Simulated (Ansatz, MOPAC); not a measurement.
Species: CH$_{4}$N (charge 0, doublet). SMILES: N[CH2]

Atoms: C1, N2, H3, H4, H5, H6. Bonds: C1-N2, C1-H5, C1-H6, N2-H3, N2-H4.

Bond lengths (Å) and angles (degrees) optimised at AM1 with MOPAC; PM3 with MOPAC; PM7 with MOPAC; MNDO with MOPAC; HF/STO-3G with Ansatz (a quantum-chemistry and plane-wave program); HF/6-31G* with Ansatz, each started from the B3LYP-D3(BJ)/def2-TZVP structure (Ansatz) of the last column. A row stands for all coordinates that are equal there. 6-31G* holds six Cartesian d functions. No wavenumbers were computed at MNDO, HF/STO-3G, so these may be saddle points.

| coordinate | AM1 | PM3 | PM7 | MNDO | HF/STO-3G | HF/6-31G* | B3LYP-D3(BJ)/def2-TZVP |
|---|---|---|---|---|---|---|---|
| C1-N2 | 1.357 | 1.382 | 1.360 | 1.394 | 1.444 | 1.402 | 1.391 |
| C1-H5 | 1.093 | 1.083 | 1.068 | 1.084 | 1.085 | 1.076 | 1.080 |
| N2-H3 | 0.994 | 0.994 | 0.993 | 1.006 | 1.031 | 0.999 | 1.009 |
| N2-C1-H5 | 119.5 | 120.3 | 120.8 | 120.0 | 115.1 | 115.7 | 116.8 |
| C1-N2-H3 | 116.7 | 113.3 | 120.0 | 112.4 | 109.6 | 113.5 | 115.8 |
| H5-C1-H6 | 120.4 | 118.2 | 118.1 | 119.5 | 116.4 | 116.9 | 118.8 |
| H3-N2-H4 | 113.8 | 111.9 | 116.0 | 108.0 | 106.3 | 109.5 | 111.6 |

Mean signed difference of all 5 bond lengths from B3LYP-D3(BJ)/def2-TZVP: AM1 -0.008 Å, PM3 -0.006 Å, PM7 -0.018 Å, MNDO 0.001 Å, HF/STO-3G 0.021 Å, HF/6-31G* -0.004 Å.
